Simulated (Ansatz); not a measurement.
From input file to script: C4H6O, SMILES CC1=CC1O in Ansatz 0.2.0.

```yaml
crystal:
  periodic: [false, false, false]
  atoms:
    - { symbol: C, position_ang: [1.5859, 0.0978, -0.0202] }
    - { symbol: C, position_ang: [0.1687, 0.2404, -0.2265] }
    - { symbol: C, position_ang: [-0.9278, 0.8764, -0.5024] }
    - { symbol: C, position_ang: [-1.0376, -0.5375, -0.2209] }
    - { symbol: O, position_ang: [-1.6295, -1.034, 0.99] }
    - { symbol: H, position_ang: [2.0109, -0.6264, -0.7214] }
    - { symbol: H, position_ang: [1.7987, -0.2467, 0.9961] }
    - { symbol: H, position_ang: [2.1002, 1.0521, -0.1676] }
    - { symbol: H, position_ang: [-1.4337, 1.7713, -0.7632] }
    - { symbol: H, position_ang: [-1.1805, -1.1588, -1.0999] }
    - { symbol: H, position_ang: [-1.4552, -0.4345, 1.7359] }
basis:
  gaussian:
    orbitals: cc-pVDZ
hamiltonian:
  xc: pbe0
relax:
  f_tol: 0.01
```

`run_opt.py`
```python
'''Geometry optimisation of C4H6O.'''

import itertools

import ansatz as az
from ase.data import atomic_numbers, covalent_radii
import numpy as np
import pandas as pd

GEOMETRY = '''
C     1.58590    0.09780   -0.02020
C     0.16870    0.24040   -0.22650
C    -0.92780    0.87640   -0.50240
C    -1.03760   -0.53750   -0.22090
O    -1.62950   -1.03400    0.99000
H     2.01090   -0.62640   -0.72140
H     1.79870   -0.24670    0.99610
H     2.10020    1.05210   -0.16760
H    -1.43370    1.77130   -0.76320
H    -1.18050   -1.15880   -1.09990
H    -1.45520   -0.43450    1.73590
'''

geometry = az.Crystal.molecule()
for line in GEOMETRY.strip().splitlines():
    symbol, *xyz = line.split()
    geometry = geometry.atom(symbol, [float(v) for v in xyz])

model = geometry.calculation().basis(gaussian='cc-pVDZ').functional('pbe0')
symbols = [site.symbol for site in geometry.cartesian_sites]
start = np.array([site.position_ang for site in geometry.cartesian_sites], dtype=float)
def progress(event):
    if event['event'] == 'relax_step':
        row = event['data']
        print(f'step {row["step"]:3d}  E = {row["lagrangian_ev"]:.6f} eV  largest force component {row["allowed_force_max_ev_ang"]:.4f} eV/A')


rep = model.relax(force_tolerance=0.01).session().plan().execute(on_event=progress).report
end = np.array(rep['positions_ang'])

for key in ('converged', 'free_energy_ev', 'reference_energy_ev', 'n_frozen', 'n_occupied', 'n_virtual'):
    print(f'{key:22s} {rep[key]}')

# pairs closer than 1.2 times the sum of covalent radii, before or after
radius = [covalent_radii[atomic_numbers[s]] for s in symbols]
span = lambda where, i, j: np.linalg.norm(where[i] - where[j])
bonded = [(i, j) for i, j in itertools.combinations(range(len(symbols)), 2) if min(span(start, i, j), span(end, i, j)) < 1.2 * (radius[i] + radius[j])]
print('pair        before    after (A)')
for i, j in bonded:
    print(f'{symbols[i]}{i}-{symbols[j]}{j}'.ljust(10), f'{span(start, i, j):8.4f} {span(end, i, j):8.4f}')
for first, second in list(itertools.combinations(bonded, 2)):
    shared = set(first) & set(second)
    if shared and symbols[(j := shared.pop())] != 'H':
        i, k = sorted((set(first) | set(second)) - {j})
        u, v = end[i] - end[j], end[k] - end[j]
        angle = np.degrees(np.arccos(np.clip(u @ v / np.linalg.norm(u) / np.linalg.norm(v), -1, 1)))
        print(f'final angle {symbols[i]}{i}-{symbols[j]}{j}-{symbols[k]}{k}: {angle:.2f} deg')

charges = rep['charge_distribution']
table = pd.DataFrame({'atom': symbols, 'mulliken': charges['mulliken_charges_e'], 'lowdin': charges['lowdin_charges_e']})
print(table.round(3).to_string())
print('dipole (e A):', np.round(charges['dipole_moment_e_ang'], 4) + 0.0)
with open('c4h6o_opt.xyz', 'w') as handle:
    handle.write(f'{len(symbols)}\nrelaxed C4H6O\n')
    handle.writelines(f'{s:2s} {x:11.6f} {y:11.6f} {z:11.6f}\n' for s, (x, y, z) in zip(symbols, end))
```

```console
$ python run_opt.py
step   1  E = -6283.138782 eV  largest force component 1.3226 eV/A
step   2  E = -6283.381201 eV  largest force component 0.5352 eV/A
step   3  E = -6283.425284 eV  largest force component 0.1434 eV/A
step   4  E = -6283.420853 eV  largest force component 0.2300 eV/A
step   5  E = -6283.428997 eV  largest force component 0.0469 eV/A
step   6  E = -6283.429193 eV  largest force component 0.0812 eV/A
step   7  E = -6283.429816 eV  largest force component 0.0244 eV/A
step   8  E = -6283.429901 eV  largest force component 0.0174 eV/A
step   9  E = -6283.429943 eV  largest force component 0.0102 eV/A
step  10  E = -6283.429961 eV  largest force component 0.0022 eV/A
converged              True
free_energy_ev         -6283.429985421531
reference_energy_ev    -6283.429985421531
n_frozen               0
n_occupied             [19, 19]
n_virtual              [81, 81]
pair        before    after (A)
C0-C1        1.4392   1.4743
C0-H5        1.0940   1.1020
C0-H6        1.0940   1.1015
C0-H7        1.0940   1.0996
C1-C2        1.2973   1.3148
C1-C3        1.4354   1.4891
C2-C3        1.4458   1.4854
C2-H8        1.0606   1.0889
C3-O4        1.4364   1.4033
C3-H9        1.0859   1.0988
O4-H10       0.9727   0.9666
final angle C1-C0-H5: 110.28 deg
final angle C1-C0-H6: 110.28 deg
final angle C1-C0-H7: 112.01 deg
final angle C0-C1-C2: 150.21 deg
final angle C0-C1-C3: 146.12 deg
final angle H5-C0-H6: 106.59 deg
final angle H5-C0-H7: 108.77 deg
final angle H6-C0-H7: 108.75 deg
final angle C2-C1-C3: 63.62 deg
final angle C1-C2-C3: 63.91 deg
final angle C1-C2-H8: 148.33 deg
final angle C1-C3-C2: 52.47 deg
final angle C1-C3-O4: 122.42 deg
final angle C1-C3-H9: 121.68 deg
final angle C3-C2-H8: 147.71 deg
final angle C2-C3-O4: 122.70 deg
final angle C2-C3-H9: 121.83 deg
final angle O4-C3-H9: 107.20 deg
final angle C3-O4-H10: 106.70 deg
   atom  mulliken  lowdin
0     C    -0.051   0.023
1     C    -0.058  -0.099
2     C    -0.137  -0.014
3     C     0.133  -0.173
4     O    -0.256   0.207
5     H     0.072   0.035
6     H     0.070   0.035
7     H     0.062   0.026
8     H     0.007   0.020
9     H     0.031   0.002
10    H     0.128  -0.063
dipole (e A): [0.3384 0.3186 0.0105]
```

Notes:
- Total energies depend on the basis set; only differences at equal settings carry meaning.
- The end point is the stationary point reached from this start; no frequency run checks that it is a minimum, and the basis set is modest.
- The Löwdin charges here are taken after orthogonalising the functions within each atom; they differ from plain Löwdin charges, and their signs can be unphysical.
- Hardware and time: 48 s on 1 thread of Arm Neoverse V1, with other jobs on the host, peak memory 0.31 GiB.

(Lines on the test bed's own set-up are left out of the output.)
